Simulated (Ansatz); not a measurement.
Born–Oppenheimer molecular dynamics of H6N2Si (9 atoms, charge 0, multiplicity 1). It starts at the highest image of a converged band. Of that band: Neighbouring images differ by up to 1.5 eV, so the band resolves the path poorly. A vibrational analysis at the climbing image gives one clearly imaginary mode, 1233i cm⁻¹: a first-order saddle point.

The calculation used Ansatz, RKS PBE0-D4/def2-mTZVP.

| Quantity | Value |
| --- | --- |
| ensemble | NVE (velocity Verlet) |
| time step | 0.5 fs |
| steps asked | 200 |
| starting velocities drawn for | 100 K |
| seed | 7054 |

First frame:

```xyz
9
Properties=species:S:1:pos:R:3
Si 0.474 -0.082 -0.459
H -0.779 -1.183 -0.854
H 0.126 -1.138 -1.505
N -0.567 1.285 -0.603
N 0.715 -0.813 1.086
H -1.423 1.409 -0.086
H -0.171 2.171 -0.874
H 1.629 -0.756 1.505
H -0.004 -0.893 1.789
```

Task: How far do the bonds stretch over the last three quarters of this one trajectory? (Pairs bonded in most of those frames.)

Result: 
```json
{"bond": "Si1–H2", "mean (Å)": "1.559", "spread (Å)": "0.094", "shortest": "1.42", "longest": "1.74"}
{"bond": "Si1–H3", "mean (Å)": "1.550", "spread (Å)": "0.098", "shortest": "1.39", "longest": "1.75"}
{"bond": "Si1–N4", "mean (Å)": "1.740", "spread (Å)": "0.031", "shortest": "1.67", "longest": "1.78"}
{"bond": "Si1–N5", "mean (Å)": "1.740", "spread (Å)": "0.022", "shortest": "1.69", "longest": "1.77"}
{"bond": "N4–H6", "mean (Å)": "1.019", "spread (Å)": "0.018", "shortest": "0.99", "longest": "1.06"}
{"bond": "N4–H7", "mean (Å)": "1.016", "spread (Å)": "0.018", "shortest": "0.98", "longest": "1.05"}
{"bond": "N5–H8", "mean (Å)": "1.013", "spread (Å)": "0.005", "shortest": "1.00", "longest": "1.02"}
{"bond": "N5–H9", "mean (Å)": "1.016", "spread (Å)": "0.006", "shortest": "1.00", "longest": "1.03"}
```

Mean temperature of the second half: 1725 K. The conserved energy stayed within 0.39 meV per atom of its start (net change -0.023 meV per atom), so the integration is sound. The system heated up, since it started high on the potential surface and ran downhill. A run of 0.1 ps of so small a system gives no equilibrium averages. The orbitals stay closed-shell, which can raise the energy where a bond breaks towards radicals; this wasn't checked here.

Run time: 4 min on 2 threads of Arm Neoverse V2, on a shared host, peak memory 0.13 GiB.
